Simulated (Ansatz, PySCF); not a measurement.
Molecule: fluoromethane, CH$_{3}$F, net charge 0, singlet state. 
Coordinates optimised at B3LYP-D3(BJ)/def2-TZVP (Ansatz, a first-principles code):
```xyz
5

C     -0.6251     0.0987     0.0634
F      0.7404    -0.1169    -0.0750
H     -0.8995    -0.0428     1.1096
H     -0.8540     1.1182    -0.2499
H     -1.1596    -0.6155    -0.5645
```


Property: enthalpy of formation at 298 K (from the atomisation energy, B3LYP-D3(BJ)/def2-TZVP harmonic zero-point and thermal terms from Ansatz, and the atoms' enthalpies of formation in the G2/97 table; no spin-orbit terms, and no core term in the frozen-core levels), in kcal/mol. Correlated levels leave the core frozen unless marked. Open shells are spin-unrestricted. No spin-orbit coupling. Non-relativistic. The coupled-cluster limit lacks core correlation, which all-electron functionals hold. Basis-set limits of correlation are two-point, X^-3; Hartree-Fock from the larger set. The bracket is a focal-point correction in the basis named.

Measured: -56.5 kcal/mol (Active Thermochemical Tables 1.112 (ions: stationary electron), as tabulated in the package chemicals); it holds spin-orbit and relativistic effects, which these rows lack, and core correlation, which the frozen-core levels lack.

| level | program | enthalpy of formation at 298 K (kcal/mol) | error against measurement |
|---|---|---|---|
| HF/aug-cc-pVTZ | Ansatz | 52.9 | 109.4 |
| HF/cc-pVQZ | Ansatz | 52.9 | 109.4 |
| SVWN5/def2-TZVPD | Ansatz | -115.8 | -59.3 |
| BLYP-D4/def2-TZVPD | Ansatz + dftd4 | -56.9 | -0.4 |
| PBE0-D3(BJ)/def2-TZVPD | Ansatz + dftd3 | -55.0 | 1.5 |
| BHLYP/def2-TZVPD | Ansatz | -42.4 | 14.1 |
| TPSSh-D3(BJ)/def2-TZVPD | PySCF + dftd3 | -59.6 | -3.1 |
| PW6B95-D3(BJ)/def2-TZVPD | PySCF + dftd3 | -56.5 | 0.0 |
| M06-2X/def2-TZVPD | PySCF | -55.7 | 0.8 |
| MP2/cc-pVDZ | Ansatz | -27.4 | 29.1 |
| MP2/cc-pVQZ | Ansatz | -57.9 | -1.4 |
| SCS-MP2/6-31G* | Ansatz | -21.0 | 35.5 |
| CCSD/6-31G* | Ansatz | -16.7 | 39.8 |
| CCSD/def2-TZVPP | Ansatz | -42.5 | 14.0 |
| CCSD/cc-pVQZ | Ansatz | -47.2 | 9.3 |
| CCSD/CBS(cc-pVTZ,cc-pVQZ) | Ansatz | -50.6 | 5.9 |
| CCSD(T) with core electrons/cc-pwCVTZ | Ansatz | -47.8 | 8.7 |
| RI-MP2/CBS(aug-cc-pVTZ,aug-cc-pVQZ)+[CCSD(T)-MP2]/aug-cc-pVDZ | Ansatz | -57.3 | -0.8 |
| RI-MP2/CBS(cc-pVTZ,cc-pVQZ)+[CCSD(T)-MP2]/cc-pVDZ | Ansatz | -58.5 | -2.0 |
| RI-MP2/CBS(def2-TZVPP,def2-QZVPP)+[CCSD(T)-MP2]/def2-QZVPP | Ansatz | -56.4 | 0.1 |
| CCSD(T)/CBS(def2-TZVPPD,def2-QZVPPD) | Ansatz | -56.0 | 0.5 |
